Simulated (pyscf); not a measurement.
This saddle point was located with ωB97X-D3(BJ)/def2-SVP in PySCF.

```
Si
H 1 1.4869
H 1 1.4869 2 110.26
H 1 1.6788 2 113.70 3 -129.07
H 4 0.9857 1 74.35 2 63.65
Se 4 1.9954 5 145.72 1 -0.02
```
Charge 0, spin multiplicity 1.

Surface: singlet, charge 0. Lowest wavenumbers (cm⁻¹): 1280i, 513, 573, 645, 730.

### Question
Name the species on either side of this saddle.

### Answer
H₃Si–SeH ⇌ H₂Si=Se + H₂, an elimination read from left to right: H–Se, H–Si broken and H–H formed. At ωB97M-D3(BJ)/def2-TZVP it lies +51.0 kcal/mol from the left side and +21.5 kcal/mol from the right (each side as separated species at their lowest minima found). At the saddle there is also a short H–Si contact that neither side keeps. This is the saddle that the search found; another between the same sides may lie lower. Elements up to Kr have no core potential and no relativistic terms here.
